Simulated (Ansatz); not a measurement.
Ideal-gas functions of H₃OPSi, SMILES `O1[SiH2]P1` at 298.15 K and 1 bar, from an Ansatz frequency run at PBE0-D4/def2-TZVP.

Molar mass 78.08 g/mol, point group C1 (symmetry number 1), electronic degeneracy 1, moments of inertia 27.506, 81.993, 99.468 u Å². Harmonic wavenumbers (cm⁻¹, unscaled): 462, 514, 554, 633, 698, 761, 871, 928, 969, 2253, 2273, 2310.

Use S(trans) = R[1.5 ln M + 2.5 ln T − 1.1517]; rotational temperatures θ = 24.2544 K / I; S(rot) = R[ln(√π/σ · √(T³/θAθBθC)) + 1.5]; for each mode x = 1.438777 ν̃/T, S = R[x/(eˣ − 1) − ln(1 − e⁻ˣ)] and H = RT x/(eˣ − 1); 1 cm⁻¹ = 0.0119627 kJ/mol; R = 8.31446 J/(mol·K).

By hand: the entropy, in J/(mol·K).

Translation 163.2. Rotation: θ = 0.8818, 0.2958, 0.2438 K, giving 99.7. Vibration, mode by mode: 3.18, 2.61, 2.24, 1.66, 1.29, 1.01, 0.66, 0.52, 0.44, 0.00, 0.00, 0.00, in all 13.6. Electronic 0.0. Sum 276.5 J/(mol·K).

By hand: H − E and G − E in kJ/mol, counted from the electronic energy.

Zero-point energy ½ × 13226 × 0.0119627 = 79.1; thermal vibration 3.0; translation, rotation and pV give 4 RT = 9.9. H − E = 92.0 kJ/mol, and G − E = 92.0 − 298.15 × 276.5/1000 = 9.6 kJ/mol.

Vibration gives 5 % of the entropy. The sum counts one conformer and one mirror image; others add a mixing term.
